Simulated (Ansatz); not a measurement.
The cluster Mg3⁻, relaxed as a doublet with UKS r2SCAN/def2-TZVPD in Ansatz, starting from the GFN2-xTB geometry. Force threshold 0.02 eV/Å.

The highest occupied level of the charge -1 doublet lies above zero (up to 0.58 eV). By energy differences its removal costs 1.03 eV (vertical, to the charge 0 singlet, at r2SCAN/def2-TZVPD); a positive level beside a positive removal energy at the same level points to self-interaction error. The structure comes from a short search, and lower isomers may exist.

Start:

```xyz
3

Mg   -1.3524    1.1828   -0.6672
Mg   -0.4573   -1.8026    0.4617
Mg    1.8098    0.6198    0.2055
```

```csv
step,energy (eV),largest force component (eV/Å),SCF passes
1,-16330.9887,0.342,65
2,-16331.0252,0.301,64
3,-16331.0855,0.201,73
4,-16331.1017,0.028,93
5,-16331.1021,0.003,70
```

Force components are those of the run's own axes.

End:

```csv
atom,x (Å),y (Å),z (Å)
Mg1,-1.232,1.083,-0.609
Mg2,-0.414,-1.646,0.423
Mg3,1.645,0.564,0.187
```

By distances, no bond broke or formed. The bond that changes most is Mg1–Mg3, from 3.33 to 3.03 Å (atoms count from 1).

No frequencies were taken in this run, so the end may be a saddle point.

It took 37 s on 4 threads of Arm Neoverse V1 on a shared host.
